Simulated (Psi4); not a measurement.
# SiHF (SMILES F[SiH]): CCSD/def2-TZVPPD

What is the vertical ionisation energy of SiHF at CCSD/def2-TZVPPD? Input form: a Python script.

The calculation is run with Psi4 1.11.

**1. The structure to begin with**

SiHF: 3 atoms, total charge 0, spin state singlet. As SMILES, `F[SiH]`. The coordinates come from a PBE0-D4/def2-TZVP relaxation.

Bond lengths: F1–Si2 1.612 Å, Si2–H3 1.541 Å. Angles: F1–Si2–H3 96.3°.

**2. The energy at CCSD/def2-TZVPPD**

File run.py:

```python
import psi4

psi4.set_memory(2200000000)
psi4.set_num_threads(1)
psi4.set_output_file('psi4.out', False)

geom = psi4.geometry("""
0 1
F
Si 1 1.612168
H 2 1.540551 1 96.30929
symmetry c1
no_reorient
no_com
""")

psi4.set_options({
    'basis': 'def2-TZVPPD',
    'puream': True,
    'e_convergence': 1e-09,
    'd_convergence': 1e-08,
    'scf_type': 'pk',
    'num_frozen_docc': 6,
})

energy_value, wavefunction = psi4.energy('ccsd', return_wfn=True)
print(f'ccsd energy: {energy_value:.10f} Eh')
for k, v in sorted(psi4.core.scalar_variables().items()):
    print(f'{k:45s} {v:18.10f}')
```

Run with:

```sh
python run.py
```

psi4.out:

```text
[...]
  Running in c1 symmetry.
[...]
  Nuclear repulsion =   48.194571950340311
[...]
  Multiplicity = 1
[...]
  Nalpha       = 12
  Nbeta        = 12
[...]
    Number of basis functions: 105
[...]
   @RHF iter   1:  -388.97341902472158   -7.39354e-01   3.15452e-03 ADIIS/DIIS
[...]
   @RHF iter  10:  -389.01027409239271   -9.15179e-12   5.77322e-09 DIIS
[...]
    Orbital Energies [Eh]
    ---------------------
    Doubly Occupied:
       1A    -68.835642     2A    -26.292427     3A     -6.178436
       4A     -4.280982     5A     -4.280879     6A     -4.279088
       7A     -1.589666     8A     -0.760904     9A     -0.675330
      10A     -0.659814    11A     -0.566024    12A     -0.352218
[...]
  @RHF Final Energy:  -389.01027409239271
   => Energetics <=
    Nuclear Repulsion Energy =             48.1945719503403112
    One-Electron Energy =                -636.9068731611224621
    Two-Electron Energy =                 199.7020271183894238
    Total Energy =                       -389.0102740923927058
[...]
 Multipole Moments:
 ------------------------------------------------------------------------------------
     Multipole            Electronic (a.u.)      Nuclear  (a.u.)        Total (a.u.)
 ------------------------------------------------------------------------------------
 L = 1.  Multiply by 2.5417464519 to convert [e a0] to [Debye]
 Dipole X            :         -1.3109577            1.4349602            0.1240025
 Dipole Y            :          1.2738372           -1.6896620           -0.4158248
 Dipole Z            :         -0.0000000            0.0000000           -0.0000000
 Magnitude           :                                                    0.4339204
[...]
      * MP2 total energy                      = -389.365343830074607
[...]
      * CCSD total energy                     = -389.383393969437066
```

The script printed:

```text
ccsd energy: -389.3833939694 Eh
CC D1 DIAGNOSTIC                                    0.0359099587
CC D2 DIAGNOSTIC                                    0.2230047028
CC NEW D1 DIAGNOSTIC                                0.0359099587
CC T1 DIAGNOSTIC                                    0.0154708452
CCSD CORRELATION ENERGY                            -0.3731198770
CCSD DOUBLES ENERGY                                -0.3731198770
CCSD ITERATIONS                                    17.0000000000
CCSD OPPOSITE-SPIN CORRELATION ENERGY              -0.2988838051
CCSD SAME-SPIN CORRELATION ENERGY                  -0.0742360719
CCSD SINGLES ENERGY                                 0.0000000000
CCSD TOTAL ENERGY                                -389.3833939694
CURRENT CORRELATION ENERGY                         -0.3731198770
CURRENT ENERGY                                   -389.3833939694
CURRENT REFERENCE ENERGY                         -389.0102740924
DD SOLVATION ENERGY                                 0.0000000000
HF KINETIC ENERGY                                 388.9099354635
HF POTENTIAL ENERGY                              -777.9202095559
HF TOTAL ENERGY                                  -389.0102740924
HF VIRIAL RATIO                                     2.0002579997
MP2 CORRELATION ENERGY                             -0.3550697377
MP2 DOUBLES ENERGY                                 -0.3550697377
MP2 OPPOSITE-SPIN CORRELATION ENERGY               -0.2728376684
MP2 SAME-SPIN CORRELATION ENERGY                   -0.0822320692
MP2 SINGLES ENERGY                                 -0.0000000000
MP2 TOTAL ENERGY                                 -389.3653438301
NUCLEAR REPULSION ENERGY                           48.1945719503
ONE-ELECTRON ENERGY                              -636.9068731611
PCM POLARIZATION ENERGY                             0.0000000000
PE ENERGY                                           0.0000000000
SCF ITERATION ENERGY                             -389.0102740924
SCF ITERATIONS                                     10.0000000000
SCF TOTAL ENERGY                                 -389.0102740924
TWO-ELECTRON ENERGY                               199.7020271184
```

Wall time 20 s (1 thread of Intel Xeon 6975P-C (Granite Rapids), shared host); peak memory 1.3 GiB.

**3. The doublet cation at the same level**

File fhsi.xyz:

```xyz
3
FHSi
F     -1.090200     0.024400    -0.602300
Si     0.186800     0.629400     0.173800
H      0.892400    -0.718600     0.415300
```

File calc.py:

```python
import psi4

psi4.set_memory(2200000000)
psi4.set_num_threads(1)
psi4.core.set_output_file('psi4.out', False)

with open('fhsi.xyz') as f:
    atoms = ''.join(f.readlines()[2:])
mol = psi4.geometry('1 2\n' + atoms + 'symmetry c1\nno_reorient\nno_com')

psi4.set_options({
    'basis': 'def2-TZVPPD',
    'reference': 'uhf',
    'puream': True,
    'e_convergence': 1e-09,
    'd_convergence': 1e-08,
    'scf_type': 'pk',
    'num_frozen_docc': 6,
    'maxiter': 100,
})

E, wfn = psi4.energy('ccsd', return_wfn=True)
print(f'ccsd energy: {E:.10f} Eh')
for k, v in sorted(psi4.core.scalar_variables().items()):
    print(f'{k:45s} {v:18.10f}')
```

Run with:

```sh
python calc.py
```

psi4.out:

```text
[...]
  Running in c1 symmetry.
[...]
  Nuclear repulsion =   48.194575348987868
[...]
  Multiplicity = 2
[...]
  Nalpha       = 12
  Nbeta        = 11
[...]
    Number of basis functions: 105
[...]
   @UHF iter   1:  -388.61488802045318   -3.80823e-01   3.46618e-03 DIIS/ADIIS
[...]
   @UHF iter  14:  -388.68840330574864   -1.26192e-11   6.91490e-09 DIIS
[...]
   @S^2 Observed:                7.764317867E-01
[...]
    Orbital Energies [Eh]
    ---------------------
    Alpha Occupied:
       1A    -69.194726     2A    -26.561290     3A     -6.532774
       4A     -4.640120     5A     -4.634221     6A     -4.631361
       7A     -1.850844     8A     -1.039395     9A     -0.942436
      10A     -0.913543    11A     -0.878440    12A     -0.724297
    Alpha Virtual:
      13A     -0.256000    14A     -0.155772    15A     -0.097226
      16A     -0.087835    17A     -0.046741    18A     -0.028406
      19A     -0.011417    20A     -0.008847    21A     -0.005655
      22A      0.011049    23A      0.032844    24A      0.060309
      25A      0.084628    26A      0.120531    27A      0.130903
[...]
  @UHF Final Energy:  -388.68840330574864
   => Energetics <=
    Nuclear Repulsion Energy =             48.1945753489878683
    One-Electron Energy =                -629.5908164121661912
    Two-Electron Energy =                 192.7078377574296439
    Total Energy =                       -388.6884033057486931
  UHF NO Occupations:
  HONO-2 :   10  A 1.9995846
  HONO-1 :   11  A 1.9872009
[...]
 Multipole Moments:
 ------------------------------------------------------------------------------------
     Multipole            Electronic (a.u.)      Nuclear  (a.u.)        Total (a.u.)
 ------------------------------------------------------------------------------------
 L = 1.  Multiply by 2.5417464519 to convert [e a0] to [Debye]
 Dipole X            :         12.8380223          -11.9132114            0.9248109
 Dipole Y            :        -14.3904047           15.7085374            1.3181327
 Dipole Z            :          5.5208762           -4.8607535            0.6601227
 Magnitude           :                                                    1.7402618
[...]
      * MP2 total energy                      = -389.015242673956891
[...]
      * CCSD total energy                     = -389.026900863272147
```

On the terminal:

```text
ccsd energy: -389.0269008633 Eh
CC D1 DIAGNOSTIC                                    0.0000000000
CC D2 DIAGNOSTIC                                    0.0000000000
CC NEW D1 DIAGNOSTIC                                0.0000000000
CC T1 DIAGNOSTIC                                    0.0326209064
CCSD CORRELATION ENERGY                            -0.3384975575
CCSD DOUBLES ENERGY                                -0.3384975575
CCSD ITERATIONS                                    19.0000000000
CCSD OPPOSITE-SPIN CORRELATION ENERGY              -0.2665704735
CCSD SAME-SPIN CORRELATION ENERGY                  -0.0719270840
CCSD SINGLES ENERGY                                -0.0000000000
CCSD TOTAL ENERGY                                -389.0269008633
CURRENT CORRELATION ENERGY                         -0.3384975575
CURRENT ENERGY                                   -389.0269008633
CURRENT REFERENCE ENERGY                         -388.6884033057
DD SOLVATION ENERGY                                 0.0000000000
HF KINETIC ENERGY                                 388.4199443546
HF POTENTIAL ENERGY                              -777.1083476604
HF TOTAL ENERGY                                  -388.6884033057
HF VIRIAL RATIO                                     2.0006911565
MP2 CORRELATION ENERGY                             -0.3268393682
MP2 DOUBLES ENERGY                                 -0.3268393682
MP2 OPPOSITE-SPIN CORRELATION ENERGY               -0.2467573959
MP2 SAME-SPIN CORRELATION ENERGY                   -0.0800819723
MP2 SINGLES ENERGY                                 -0.0000000000
MP2 TOTAL ENERGY                                 -389.0152426740
NUCLEAR REPULSION ENERGY                           48.1945753490
ONE-ELECTRON ENERGY                              -629.5908164122
PCM POLARIZATION ENERGY                             0.0000000000
PE ENERGY                                           0.0000000000
SCF ITERATION ENERGY                             -388.6884033057
SCF ITERATIONS                                     14.0000000000
SCF TOTAL ENERGY                                 -388.6884033057
TWO-ELECTRON ENERGY                               192.7078377574
```

Run time: 68 s. Hardware: 1 thread of Intel Xeon 6975P-C (Granite Rapids), shared host; peak memory 1.4 GiB.

**4. Outcome**

Level: CCSD/def2-TZVPPD, 6 core orbitals frozen.

```
                                                                  quantity          value
                                                singlet SiHF: total energy  -389.38339 Eh
                         singlet SiHF: HOMO energy (Hartree–Fock orbitals)       -9.58 eV
                         singlet SiHF: LUMO energy (Hartree–Fock orbitals)        0.45 eV
                       singlet SiHF: HOMO–LUMO gap (Hartree–Fock orbitals)       10.03 eV
                 singlet SiHF: correlation energy (6 core orbitals frozen)     -373.1 mEh
                                               singlet SiHF: T1 diagnostic          0.015
                                              doublet cation: total energy  -389.02690 Eh
doublet cation: HOMO energy (Hartree–Fock orbitals) (highest over α and β)      -19.71 eV
 doublet cation: LUMO energy (Hartree–Fock orbitals) (lowest over α and β)       -8.04 eV
               doublet cation: correlation energy (6 core orbitals frozen)     -338.5 mEh
                         doublet cation: ⟨S²⟩ of the reference determinant          0.776
                                             doublet cation: T1 diagnostic          0.033
                        vertical ionisation energy (to the doublet cation)       9.701 eV
```

**Reading.** Removing an electron at fixed nuclei costs 9.70 eV (936 kJ/mol).
